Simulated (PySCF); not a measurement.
A simulated first-order isotropic EPR spectrum at 33.91 GHz has these lines.

```
field (mT)  relative intensity
   1203.71                   1
   1205.22                   1
   1206.49                   3
   1206.72                   1
   1208.00                   3
   1209.27                   3
   1209.50                   3
   1210.77                   3
   1212.05                   1
   1212.28                   3
   1213.55                   1
   1215.06                   1
```

Question: Find the g value from the centre of the pattern.

Answer: The pattern is symmetric about 1209.38 mT, so g = hν/(μB·B0) = 33910/(13.99624 × 1209.38) = 2.0033, a shift of +1.0 × 10⁻³ from the free-electron value.

Question: Which couplings and how many nuclei make this pattern?

Answer: The first two lines at either end are about 1.50 mT apart, which is the smallest coupling, and their intensity ratio 1:1 counts the nuclei that share it. In full: a 1:3:3:1 quartet of 2.78 mT (78 MHz), from 3 nuclei of spin 1/2; a 1:1:1 triplet of 1.50 mT (42 MHz), from 1 nucleus of spin 1. Check: Σ 2nI·a is the distance from the first to the last line, 11.34 mT.

Question: The radical has the formula [NH3]+. Propose a structure, and say which nuclei carry the couplings.

Answer: `[NH3+]` [radical] (charge +1), numbered [NH3+:1] (hydrogens: H2, H3, H4 on N1). 2.78 mT: 1H at H2/H3/H4 (1 bond from N1; computed sign −); 1.50 mT: 14N at N1 (largest spin population; computed sign +). The largest Mulliken spin population is on N1 (+1.12). The angles at N1 add up to 360.0°, so it is planar; its axial dipolar tensor and the negative couplings of its protons fit spin in a p orbital normal to that plane.

Method: UKS B3LYP, IGLO-III on N, pcH-1 on H, non-relativistic, mean-field spin-orbit, GIAO (PySCF 2.14.0). Geometry: PBE0-D3(BJ)/def2-SVP; no solvent, vibrations or thermal averaging.

Rare isotopes and splittings under 0.04 mT were left out of the simulation.
